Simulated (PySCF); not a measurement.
Isomers of C4H7P. The calculation used PBE0-D3(BJ)/def2-SVP geometry optimisation, gas phase in PySCF 2.14.0. One conformer each; no zero-point energy, no entropy. No frequencies were run at this level. Point groups hold within 0.08 Å.

Task: Rank from lowest to highest electronic energy at this level (kJ/mol).
A. `[CH2:1]=[P:2]/[CH:3]=[CH:4]\[CH3:5]` with C1–P2–C3–C4 180°
B. `C#CP(C)C`

Result: A (0.0), B (45.5).

As drawn, the lower has a C=C bond outside aromatic rings, which the higher lacks; the higher has a C≡C bond, which the lower lacks.

| SMILES | E (Eh) | E rel (kJ/mol) | dipole (D) | point group | A, B, C (MHz) |
| --- | --- | --- | --- | --- | --- |
| C=P/C=C\C | -497.40205 | 0.0 | 1.28 | Cs | 12385, 2137, 1844 |
| C#CP(C)C | -497.38473 | 45.5 | 1.32 | Cs | 5779, 2998, 2338 |

Task: How do the relative energies change in single points at HF/pcSseg-2 (no added dispersion term) on the same geometries?

Result: 
```tsv
SMILES	PBE0-D3(BJ)/def2-SVP (kJ/mol)	HF/pcSseg-2 (kJ/mol)	shift
C=P/C=C\C	0.0	0.0	0.0
C#CP(C)C	45.5	8.1	-37.4
```

Each column counts from its own lowest isomer. The order is unchanged; the largest shift is 37.4 kJ/mol.

Task: As an exercise, what shares would exp(−E/RT) give at 2000 K from these electronic energies alone (no entropy, no degeneracies)?

Result: RT = 16.629 kJ/mol: C=P/C=C\C 93.9 %, C#CP(C)C 6.1 %.
